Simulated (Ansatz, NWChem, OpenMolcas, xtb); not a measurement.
## Loss of H2: SiH3(OH) → SiH2O + H2

Gas-phase species: SiH3(OH) (silanol), singlet; SiH2O `O=[SiH2]`, singlet; H2 (hydrogen), singlet. This is a balance of energies; it says nothing on the path, which may need atoms to shift.

Shapes, held fixed at every level: PBE0-D4/def2-TZVP. Programs: Ansatz 0.2.0, NWChem 7.3.0, OpenMolcas 26.06, xtb 6.7.1. The zero-point and thermal change to 298 K, harmonic and unscaled (PBE0-D4/def2-TZVP), is -19.4 kJ/mol.

```tsv
level	kind	ΔH(298 K) (kJ/mol)	less CCSD(T)/CBS estimate
GFN1-xTB	semi-empirical	+141.6	-45.6
B3LYP/6-31G* (spherical functions)	global hybrid	+164.6	-22.6
PBE0/def2-SVP	global hybrid	+210.1	+22.9
r2SCAN0-D4/def2-TZVPP	global hybrid	+206.0	+18.8
wB97M-V/def2-TZVPP	range-separated hybrid	+190.3	+3.1
B2PLYP/def2-TZVPP	double hybrid	+176.6	-10.6
CCSD(T)/def2-SVP	coupled cluster or CI	+189.1	+1.9
CCSD(T)/CBS estimate	coupled cluster or CI	+187.2	0.0
```

The highest level, CCSD(T)/CBS estimate, gives ΔH(298 K) = +187.2 kJ/mol; the levels span +141.6 to +210.1. The column of differences is taken from that level and isn't an error. No measured value is set beside it here. T1 is large for SiH2O (0.022), so single-reference values are less sure there. The CBS estimate extrapolates MP2 from def2-TZVPP and def2-QZVPP and adds CCSD(T) − MP2 in the triple-zeta set, cores frozen; for H2 it overshoots the exact energy by about 1 mEh.
